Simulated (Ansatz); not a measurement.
```xyz
3

N     0.0000    0.0000   -1.2320
N     0.0000    0.0000   -0.0609
O     0.0000    0.0000    1.1312
```

Basis set: pcseg-2 (spherical functions). Charge 0, multiplicity 1.

Computed with Ansatz (development build ahead of 0.2.0); each method stands on the lowest determinant of its kind that the runs found. Restricted functionals stand beside restricted open-shell atoms, which can lie above the unrestricted atoms usual in DFT and then raise those values.

(1) Give the atomization energy at this shape (free ground-state atoms in the same class of orbitals less the molecule, no zero-point energy) of singlet N₂O by ωB97X (restricted), r²SCAN (restricted).

Results:

(1)

| method | atomization energy |
| --- | --- |
| ωB97X (restricted) | 11.85 eV |
| r²SCAN (restricted) | 12.06 eV |

The shape needn't be a minimum at these levels.
